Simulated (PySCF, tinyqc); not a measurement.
Starting guesses with plain Roothaan steps: SCF starting guesses in the sto-3g basis, for HF, spin multiplicity 1. Computed by the program tinyqc with PySCF. RHF with one setting changed at a time; a run stops when the energy changes by less than 1e-09 hartree and the error matrix is below 1e-5. Starts: the lowest orbitals of the core Hamiltonian, of the Wolfsberg-Helmholz matrix (K = 1.75), projected atomic densities, random orbitals, and the highest orbitals of the core Hamiltonian (a deliberately bad start).

Geometry (angstrom):
```
atom       x       y       z
F     0.0000  0.0000  0.0000
H     0.0000  0.0000  1.2100
```

lowest restricted solution found by these runs and by PySCF = -98.519802 hartree

Largest element of the error matrix X^T (FDS - SDF) X:
```
iteration     core  Wolfsberg-Helmholz  atomic densities   random  highest core orbitals
1          4.9e-01             4.6e-01           7.9e-01  9.6e-01                3.4e-01
2          8.6e-02             7.1e-02           3.1e-01  5.2e-01                5.3e-01
3          1.9e-02             1.8e-02           1.2e-02  5.2e-02                6.1e-02
4          4.0e-03             3.9e-03           2.2e-03  3.4e-02                1.4e-02
5          8.8e-04             8.6e-04           5.0e-04  2.2e-02                2.9e-03
6          1.9e-04             1.9e-04           1.1e-04  1.4e-02                6.3e-04
8          9.0e-06             8.9e-06           5.1e-06  5.8e-03                3.0e-05
10               -                   -                 -  2.4e-03                      -
14               -                   -                 -  3.9e-04                      -
20               -                   -                 -  2.7e-05                      -
```

How each run ends:
```
run                    iterations  E (hartree)         state
core                            9   -98.519802  lowest found
Wolfsberg-Helmholz              9   -98.519802  lowest found
atomic densities                8   -98.519802  lowest found
random                         23   -98.519802  lowest found
highest core orbitals           9   -98.519802  lowest found
```

What does the comparison show, and why?

5 of 5 runs reach the lowest restricted solution found, in 8 to 23 iterations (fastest: atomic densities). The first errors are 5e-01, 5e-01, 8e-01, 1e+00, 3e-01; the deliberately bad start has the smallest one, so a small first error does not mark a good start. The restricted reference is unstable here: a spin-polarised solution lies 0.0001 hartree lower (PySCF), so results built on it describe a poor reference.
